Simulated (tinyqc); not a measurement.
A ladder of methods, and size consistency: correlation methods against full CI in the sto-6g basis, for NH3, spin multiplicity 1. Computed by the program tinyqc with PySCF. 

Geometry (angstrom):
```
atom        x        y       z
N      0.0000   0.0000  0.1780
H      0.9750   0.0000  0.0000
H     -0.4870   0.8440  0.0000
H     -0.4870  -0.8440  0.0000
```

RHF energy of one = -55.977324 hartree

All electrons correlated; +Q is the Davidson correction (1 - c0^2) E_corr. The last columns treat two copies 100 angstrom apart as one system. FCI is the lowest singlet.

Correlation energies (hartree):
```
method   E_corr of one  share of FCI (%)  E_corr of two at 100 angstrom  two minus twice one (mhartree)
MP2          -0.043327           72.7315                      -0.086654                          0.0000
CISD         -0.058228           97.7458                      -0.113369                          3.0880
CISD+Q       -0.059859          100.4830                      -0.119221                          0.4966
CCSD         -0.059296           99.5377                      -0.118592                          0.0000
CCSD(T)      -0.059469           99.8277                      -0.118937                          0.0000
FCI          -0.059571          100.0000                              -                               -
```

MP2 recovers 73 %, CISD 97.7 % and CCSD 99.5 % of the FCI value (c0^2 = 0.972 in CISD). MP2 and coupled cluster are size consistent, so their last column vanishes; CISD loses 3.09 mhartree, since a double excitation on each copy is a quadruple of the pair, and the Davidson correction leaves +0.50.
